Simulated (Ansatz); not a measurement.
**Reading a saddle point**

A first-order saddle point of C2H10Si, closed shell, PBE0-D4/def2-TZVP, with one imaginary mode of 1512i cm⁻¹:

Si1  (-0.548, 0.281, 0.320)
C2  (0.634, -1.538, 0.556)
H3  (-1.600, -0.706, -0.161)
H4  (-1.127, 0.762, 1.602)
C5  (-0.381, 1.397, -1.169)
H6  (0.944, -0.235, 0.777)
H7  (0.965, 0.896, 0.881)
H8  (-0.066, -2.061, 1.207)
H9  (0.547, -1.890, -0.472)
H10  (1.657, -1.730, 0.909)
H11  (0.353, 0.971, -1.859)
H12  (-0.041, 2.397, -0.895)
H13  (-1.337, 1.456, -1.697)
(Å)

Program: Ansatz 0.2.0. Basis: def2-TZVPP and def2-QZVPP. Cores are frozen in the correlated methods. Extrapolation: Hartree–Fock as exp(−7.88 √X), correlation as X^−2.97.

Task: Which contacts change along the imaginary mode, and what lies on either side? (Judge from chemistry; the calculation decides.)

Result: The calculation gives: The step is C₂H₈Si (C[SiH2]C) + H₂ → CH₆Si ([CH3][SiH3]) + CH₄, with the molecules in contact on both sides. Shortening one way: Si1–H7, C2–H6; lengthening the same way: Si1–C2, H6–H7.
```json
{"pair": "Si1–H7", "one side (Å)": "3.40", "saddle (Å)": "1.73", "other side (Å)": "1.49"}
{"pair": "C2–H6", "one side (Å)": "3.93", "saddle (Å)": "1.36", "other side (Å)": "1.09"}
{"pair": "Si1–C2", "one side (Å)": "1.87", "saddle (Å)": "2.18", "other side (Å)": "3.98"}
{"pair": "H6–H7", "one side (Å)": "0.75", "saddle (Å)": "1.14", "other side (Å)": "3.22"}
```

Task: Which side is lower, and how far does the saddle lie above each? (To be estimated.)

Result: Computed: The side with Si1–H7, C2–H6 short is lower by 27.7 kJ/mol; the saddle lies 332.4 kJ/mol above it and 304.7 kJ/mol above the other (CCSD(T) at an estimated basis limit (MP2 extrapolated from triple and quadruple zeta, plus CCSD(T) − MP2 in triple zeta); electronic energies).

T1 diagnostic: at most 0.011.

Labels in which every atom is bracketed show which atoms are joined, not bond orders.

For scale, one of the runs: CCSD(T)/def2-TZVPP, 244 basis functions, launched by `ansatz run in.yaml --threads 4 --pin off --events-out ev --progress --plain --max-ram 9574MiB`. Hardware: 4 CPU threads of an Arm Neoverse V2, shared host. Wall time 61 s; peak host memory 4.7 GiB.
